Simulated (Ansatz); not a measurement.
Basis-set extrapolation for C$_{4}$H$_{7}$Cl, SMILES `CC/C=C\Cl` (PBE0-D4/def2-TZVP geometry, frozen core, the Gaussian-basis code of Ansatz). Multiplicity 1, RHF reference.

|  | def2-TZVPP | def2-QZVPP |
| --- | --- | --- |
| HF | -615.097368 | -615.117284 |
| MP2 correlation | -0.864454 | -0.926410 |
| CCSD(T) correlation | -0.956734 | not run |

Energies in hartree. Use E(X) = E(∞) + A·exp(−7.88·√X) for Hartree–Fock and E(X) = E(∞) + B·X^(−2.97) for correlation, with X = 3 and 4, and add CCSD(T) minus MP2 of the smaller set to the MP2 limit.

Task: What is the CCSD(T) energy at the basis-set limit?

Result: HF limit: -615.117284 + (-0.019916) × 0.13774 = -615.12003. MP2 limit: -0.926410 + (-0.061956) × 0.74074 = -0.97230. Higher-order term: -0.956734 − (-0.864454) = -0.09228. Total: -616.18461 hartree, 81.9 kcal/mol below CCSD(T)/def2-TZVPP.
